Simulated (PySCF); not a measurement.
Cartesian coordinates in Å; atom numbers follow the order of the lines, from 1:
```xyz
4

Al   -0.519   -0.024    0.035
Cl    1.583   -0.160    0.030
H    -1.158    1.420    0.043
H    -1.341   -1.372    0.031
```

Geometry: PBE0-D3(BJ)/def2-SVP; GIAO shifts from PySCF, gas phase, non-relativistic, averaged over equivalent atoms.

At PBE0/pcSseg-1 (58 basis functions, 3 s wall time on 1 thread of an x86-64 server CPU, shared host):
```csv
atoms,δ (ppm)
Al1,157.2
Cl2,82.1
H3/H4,5.03
```

Referencing at the same level of theory: AlH4- for 27Al (σref 489.28); 35Cl (σref 943.27) against HCl; 1H (σref 31.27) vs TMS.

Task: What do these become at PBE/pcSseg-2?

Result: 
```
atoms  δ at PBE/pcSseg-2  change
  Al1              167.2   +10.0
  Cl2              110.0   +27.9
H3/H4               5.28   +0.25
```

References, each an isolated molecule treated in the same way: 27Al (σref 478.43) vs AlH4-; HCl for 35Cl (σref 933.94); 1H (σref 31.18) vs TMS.

The largest change is at Cl2 (chlorine bonded to Al). Cost: 114 basis functions, 4.7 s wall time on 1 thread of an x86-64 server CPU, shared host.
